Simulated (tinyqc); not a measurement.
RKS/PBE in the sto-6g basis, for H2O, spin multiplicity 1, step by step (part 2 of 2). Computed by tinyqc, a small Python program that keeps every step (integrals from PySCF). Command: `OMP_NUM_THREADS=1 python tinyqc.py 28109 28110 out.jsonl` (the two numbers bound the seeds that draw the settings). One thread of a shared host (Intel(R) Xeon(R) Processor @ 2.60GHz), about 1 s of CPU time with the checks.

Geometry (angstrom):
```
atom         x          y         z
O     0.000000   0.000000  0.000000
H     0.000000   0.817000  0.534000
H     0.000000  -0.817000  0.534000
```

## Iteration 2: building the Kohn-Sham matrix

D after iteration 1:
```
            1O 1s      1O 2s    1O 2px     1O 2py     1O 2pz      2H 1s      3H 1s
1O 1s    2.118759  -0.555198  0.000000   0.000000   0.093458   0.080676   0.080676
1O 2s   -0.555198   2.794628  0.000000   0.000000  -0.558514  -0.788622  -0.788622
1O 2px   0.000000   0.000000  2.000000   0.000000   0.000000   0.000000   0.000000
1O 2py   0.000000   0.000000  0.000000   0.130680   0.000000   0.343580  -0.343580
1O 2pz   0.093458  -0.558514  0.000000   0.000000   0.240737   0.452195   0.452195
2H 1s    0.080676  -0.788622  0.000000   0.343580   0.452195   1.798632  -0.008023
3H 1s    0.080676  -0.788622  0.000000  -0.343580   0.452195  -0.008023   1.798632
```

core Hamiltonian H = T + V (hartree):
```
             1O 1s      1O 2s     1O 2px     1O 2py     1O 2pz      2H 1s      3H 1s
1O 1s   -33.015458  -7.297945   0.000000   0.000000  -0.017284  -1.687588  -1.687588
1O 2s    -7.297945  -9.229055   0.000000   0.000000  -0.193607  -3.610379  -3.610379
1O 2px    0.000000   0.000000  -7.459848   0.000000   0.000000   0.000000   0.000000
1O 2py    0.000000   0.000000   0.000000  -7.628238   0.000000  -2.094916   2.094916
1O 2pz   -0.017284  -0.193607   0.000000   0.000000  -7.531786  -1.426208  -1.426208
2H 1s    -1.687588  -3.610379   0.000000  -2.094916  -1.426208  -4.984493  -1.359118
3H 1s    -1.687588  -3.610379   0.000000   2.094916  -1.426208  -1.359118  -4.984493
```

nuclear repulsion = 8.99857594 hartree

V_xc (hartree):
```
            1O 1s      1O 2s     1O 2px     1O 2py     1O 2pz      2H 1s      3H 1s
1O 1s   -3.081877  -0.360312   0.000000   0.000000   0.004594  -0.092148  -0.092148
1O 2s   -0.360312  -0.737967   0.000000   0.000000   0.014673  -0.291543  -0.291543
1O 2px   0.000000   0.000000  -0.781401   0.000000   0.000000   0.000000   0.000000
1O 2py   0.000000   0.000000   0.000000  -0.723784   0.000000  -0.197683   0.197683
1O 2pz   0.004594   0.014673   0.000000   0.000000  -0.708550  -0.128290  -0.128290
2H 1s   -0.092148  -0.291543   0.000000  -0.197683  -0.128290  -0.550625  -0.108685
3H 1s   -0.092148  -0.291543   0.000000   0.197683  -0.128290  -0.108685  -0.550625
```

E_xc = sum of w rho eps_xc = -9.05339121 hartree

Given earlier and not repeated: Two-electron integrals (ij|kl) in chemists' order.

J_ij = sum D_kl (ij|kl); F = H + J + V_xc; E = tr D H + tr D J / 2 + E_xc + E_nn.

Coulomb J (hartree):
```
            1O 1s     1O 2s    1O 2px     1O 2py     1O 2pz     2H 1s      3H 1s
1O 1s   16.457306  2.883457  0.000000   0.000000  -0.002298  0.683568   0.683568
1O 2s    2.883457  7.631586  0.000000   0.000000   0.110414  3.043865   3.043865
1O 2px   0.000000  0.000000  7.667092   0.000000   0.000000  0.000000   0.000000
1O 2py   0.000000  0.000000  0.000000   7.648954   0.000000  1.978630  -1.978630
1O 2pz  -0.002298  0.110414  0.000000   0.000000   7.578712  1.332660   1.332660
2H 1s    0.683568  3.043865  0.000000   1.978630   1.332660  5.124730   1.179069
3H 1s    0.683568  3.043865  0.000000  -1.978630   1.332660  1.179069   5.124730
```

Kohn-Sham matrix F (hartree):
```
             1O 1s      1O 2s     1O 2px     1O 2py     1O 2pz      2H 1s      3H 1s
1O 1s   -19.640030  -4.774800   0.000000   0.000000  -0.014988  -1.096168  -1.096168
1O 2s    -4.774800  -2.335435   0.000000   0.000000  -0.068520  -0.858057  -0.858057
1O 2px    0.000000   0.000000  -0.574157   0.000000   0.000000   0.000000   0.000000
1O 2py    0.000000   0.000000   0.000000  -0.703068   0.000000  -0.313968   0.313968
1O 2pz   -0.014988  -0.068520   0.000000   0.000000  -0.661624  -0.221838  -0.221838
2H 1s    -1.096168  -0.858057   0.000000  -0.313968  -0.221838  -0.410389  -0.288734
3H 1s    -1.096168  -0.858057   0.000000   0.313968  -0.221838  -0.288734  -0.410389
```

total energy of this density = -75.13779233 hartree

## Iteration 2: DIIS over 2 matrices

error matrix X^T (FDS - SDF) X:
```
           1          2         3          4          5          6          7
1   0.000000  -0.016653  0.000000   0.000000  -0.039601   0.033367   0.033367
2   0.016653   0.000000  0.000000   0.000000  -0.167297  -0.111284  -0.111284
3   0.000000   0.000000  0.000000   0.000000   0.000000   0.000000   0.000000
4   0.000000   0.000000  0.000000   0.000000   0.000000  -0.674741   0.674741
5   0.039601   0.167297  0.000000   0.000000   0.000000  -0.599854  -0.599854
6  -0.033367   0.111284  0.000000   0.674741   0.599854   0.000000   0.000000
7  -0.033367   0.111284  0.000000  -0.674741   0.599854   0.000000   0.000000
```

B (overlaps of the stored error matrices):
```
                1               2
1   3.9587824e+00  -3.1081531e+00
2  -3.1081531e+00   3.3740604e+00
```

Minimise |sum c_i e_i|^2 with sum c_i = 1: solve [B -1; -1 0][c; lambda] = [0; -1] with B_ij = tr e_i^T e_j, and take F = sum c_i F_i.

DIIS coefficients: 0.478422  0.521578

extrapolated F (hartree):
```
             1O 1s      1O 2s     1O 2px     1O 2py     1O 2pz      2H 1s      3H 1s
1O 1s   -18.512358  -4.541611   0.000000   0.000000  -0.014643  -1.042465  -1.042465
1O 2s    -4.541611  -1.788288   0.000000   0.000000  -0.130823  -0.704764  -0.704764
1O 2px    0.000000   0.000000  -0.018990   0.000000   0.000000   0.000000   0.000000
1O 2py    0.000000   0.000000   0.000000  -0.171863   0.000000  -0.238429   0.238429
1O 2pz   -0.014643  -0.130823   0.000000   0.000000  -0.106455  -0.193884  -0.193884
2H 1s    -1.042465  -0.704764   0.000000  -0.238429  -0.193884  -0.353520  -0.251660
3H 1s    -1.042465  -0.704764   0.000000   0.238429  -0.193884  -0.251660  -0.353520
```

## Iteration 2: diagonalisation and new density

X:
```
            1O 1s      1O 2s    1O 2px     1O 2py     1O 2pz      2H 1s      3H 1s
1O 1s    1.022802  -0.138112  0.000000   0.000000  -0.008225   0.019934   0.019934
1O 2s   -0.138112   1.236006  0.000000   0.000000   0.096009  -0.289722  -0.289722
1O 2px   0.000000   0.000000  1.000000   0.000000   0.000000   0.000000   0.000000
1O 2py   0.000000   0.000000  0.000000   1.118683   0.000000  -0.233199   0.233199
1O 2pz  -0.008225   0.096009  0.000000   0.000000   1.042846  -0.129697  -0.129697
2H 1s    0.019934  -0.289722  0.000000  -0.233199  -0.129697   1.196658  -0.074392
3H 1s    0.019934  -0.289722  0.000000   0.233199  -0.129697  -0.074392   1.196658
```

Diagonalise F' = X^T F X, C = X C', fill 5 alpha and 5 beta electrons from the bottom; D = 2 C_occ C_occ^T. Each column has its largest component positive (the first on a tie).

F' = X^T F X (hartree):
```
            1          2          3          4          5          6          7
1  -18.194881  -2.368280   0.000000   0.000000  -0.023827  -0.182301  -0.182301
2   -2.368280  -0.803558   0.000000   0.000000  -0.005864  -0.337611  -0.337611
3    0.000000   0.000000  -0.018990   0.000000   0.000000   0.000000   0.000000
4    0.000000   0.000000   0.000000   0.022646   0.000000  -0.289929   0.289929
5   -0.023827  -0.005864   0.000000   0.000000  -0.037092  -0.170740  -0.170740
6   -0.182301  -0.337611   0.000000  -0.289929  -0.170740   0.020160  -0.079275
7   -0.182301  -0.337611   0.000000   0.289929  -0.170740  -0.079275   0.020160
```

orbital energies (hartree): MO1 -18.517169, MO2 -0.783519, MO3 -0.350774, MO4 -0.129073, MO5 -0.018990, MO6 0.335115, MO7 0.472855

coefficients C:
```
              MO1        MO2        MO3        MO4       MO5        MO6        MO7
1O 1s    0.995677  -0.218257   0.000000   0.107272  0.000000  -0.124676   0.000000
1O 2s    0.020532   0.805636   0.000000  -0.563559  0.000000   0.869950   0.000000
1O 2px   0.000000   0.000000   0.000000   0.000000  1.000000   0.000000   0.000000
1O 2py   0.000000   0.000000   0.605019   0.000000  0.000000   0.000000   0.997079
1O 2pz   0.003053   0.165770   0.000000   0.786991  0.000000   0.695423   0.000000
2H 1s   -0.005238   0.176867   0.432762   0.269944  0.000000  -0.791656  -0.821513
3H 1s   -0.005238   0.176867  -0.432762   0.269944  0.000000  -0.791656   0.821513
```

D after iteration 2:
```
            1O 1s      1O 2s    1O 2px     1O 2py     1O 2pz      2H 1s      3H 1s
1O 1s    2.101033  -0.431694  0.000000   0.000000   0.102564  -0.029722  -0.029722
1O 2s   -0.431694   1.934137  0.000000   0.000000  -0.619807  -0.019493  -0.019493
1O 2px   0.000000   0.000000  2.000000   0.000000   0.000000   0.000000   0.000000
1O 2py   0.000000   0.000000  0.000000   0.732097   0.000000   0.523658  -0.523658
1O 2pz   0.102564  -0.619807  0.000000   0.000000   1.293689   0.483493   0.483493
2H 1s   -0.029722  -0.019493  0.000000   0.523658   0.483493   0.582923  -0.166208
3H 1s   -0.029722  -0.019493  0.000000  -0.523658   0.483493  -0.166208   0.582923
```

## Iteration 7 (converged): orbitals

converged F (hartree):
```
             1O 1s      1O 2s     1O 2px     1O 2py     1O 2pz      2H 1s      3H 1s
1O 1s   -18.682332  -4.571352   0.000000   0.000000  -0.022778  -1.049746  -1.049746
1O 2s    -4.571352  -1.830406   0.000000   0.000000  -0.159023  -0.723937  -0.723937
1O 2px    0.000000   0.000000  -0.060280   0.000000   0.000000   0.000000   0.000000
1O 2py    0.000000   0.000000   0.000000  -0.221838   0.000000  -0.253388   0.253388
1O 2pz   -0.022778  -0.159023   0.000000   0.000000  -0.141541  -0.209252  -0.209252
2H 1s    -1.049746  -0.723937   0.000000  -0.253388  -0.209252  -0.406936  -0.258626
3H 1s    -1.049746  -0.723937   0.000000   0.253388  -0.209252  -0.258626  -0.406936
```

As before.

F' = X^T F X (hartree):
```
            1          2          3          4          5          6          7
1  -18.365445  -2.372924   0.000000   0.000000  -0.028271  -0.184385  -0.184385
2   -2.372924  -0.849920   0.000000   0.000000  -0.037254  -0.330183  -0.330183
3    0.000000   0.000000  -0.060280   0.000000   0.000000   0.000000   0.000000
4    0.000000   0.000000   0.000000  -0.029339   0.000000  -0.286020   0.286020
5   -0.028271  -0.037254   0.000000   0.000000  -0.073903  -0.169344  -0.169344
6   -0.184385  -0.330183   0.000000  -0.286020  -0.169344  -0.038548  -0.075239
7   -0.184385  -0.330183   0.000000   0.286020  -0.169344  -0.075239  -0.038548
```

orbital energies (hartree): MO1 -18.686817, MO2 -0.832394, MO3 -0.402162, MO4 -0.149585, MO5 -0.060280, MO6 0.265742, MO7 0.409515

coefficients C:
```
              MO1        MO2        MO3        MO4       MO5        MO6        MO7
1O 1s    0.995853  -0.216671   0.000000   0.113754  0.000000  -0.120214   0.000000
1O 2s    0.019765   0.802678   0.000000  -0.595695  0.000000   0.851086   0.000000
1O 2px   0.000000   0.000000   0.000000   0.000000  1.000000   0.000000   0.000000
1O 2py   0.000000   0.000000   0.599062   0.000000  0.000000   0.000000   1.000670
1O 2pz   0.003461   0.194372   0.000000   0.772613  0.000000   0.704083   0.000000
2H 1s   -0.005132   0.173163   0.437654   0.276812  0.000000  -0.790102  -0.818917
3H 1s   -0.005132   0.173163  -0.437654   0.276812  0.000000  -0.790102   0.818917
```

D after iteration 7:
```
            1O 1s      1O 2s    1O 2px     1O 2py     1O 2pz      2H 1s      3H 1s
1O 1s    2.103219  -0.443994  0.000000   0.000000   0.098440  -0.022283  -0.022283
1O 2s   -0.443994   1.999070  0.000000   0.000000  -0.608311  -0.052006  -0.052006
1O 2px   0.000000   0.000000  2.000000   0.000000   0.000000   0.000000   0.000000
1O 2py   0.000000   0.000000  0.000000   0.717750   0.000000   0.524363  -0.524363
1O 2pz   0.098440  -0.608311  0.000000   0.000000   1.269447   0.495018   0.495018
2H 1s   -0.022283  -0.052006  0.000000   0.524363   0.495018   0.596355  -0.169808
3H 1s   -0.022283  -0.052006  0.000000  -0.524363   0.495018  -0.169808   0.596355
```

## Convergence

Stop when the energy changes by less than 1e-08 hartree and every element of the error matrix X^T (F D S - S D F) X is below 3e-05.

Course of the cycle:
```
iteration   E (hartree)     change  largest element of the error matrix
1          -74.20998453          -                             6.83e-01
2          -75.13779233  -9.28e-01                             6.75e-01
3          -75.95278418  -8.15e-01                             1.94e-02
4          -75.95344670  -6.63e-04                             4.32e-03
5          -75.95346433  -1.76e-05                             8.11e-04
6          -75.95346517  -8.33e-07                             6.24e-05
7          -75.95346517  -6.22e-09                             1.25e-06
```

PySCF RKS in the same basis, fine grid = -75.94434483 hartree

Converged in 7 iterations. The coarse grid moves the energy by -9.12e-03 hartree.

## Populations, bond orders and dipole

overlap S:
```
           1O 1s     1O 2s    1O 2px     1O 2py    1O 2pz     2H 1s      3H 1s
1O 1s   1.000000  0.231145  0.000000   0.000000  0.000000  0.053087   0.053087
1O 2s   0.231145  1.000000  0.000000   0.000000  0.000000  0.464544   0.464544
1O 2px  0.000000  0.000000  1.000000   0.000000  0.000000  0.000000   0.000000
1O 2py  0.000000  0.000000  0.000000   1.000000  0.000000  0.323189  -0.323189
1O 2pz  0.000000  0.000000  0.000000   0.000000  1.000000  0.211239   0.211239
2H 1s   0.053087  0.464544  0.000000   0.323189  0.211239  1.000000   0.211163
3H 1s   0.053087  0.464544  0.000000  -0.323189  0.211239  0.211163   1.000000
```

Mulliken: Z minus the diagonal of D S on the atom; Loewdin: the same with S^(1/2) D S^(1/2); Mayer order: 2 sum_s sum (D(s) S)_ij (D(s) S)_ji over the two atoms.

Charges (e):
```
atom   Mulliken    Loewdin
1O    -0.381619  -0.267303
2H     0.190809   0.133652
3H     0.190809   0.133652
```

Mayer bond orders:
```
pair     order
2-1   0.945603
3-1   0.945603
3-2   0.017989
```

dipole moment about the origin, x y z (debye): 0.000000  0.000000  1.597258
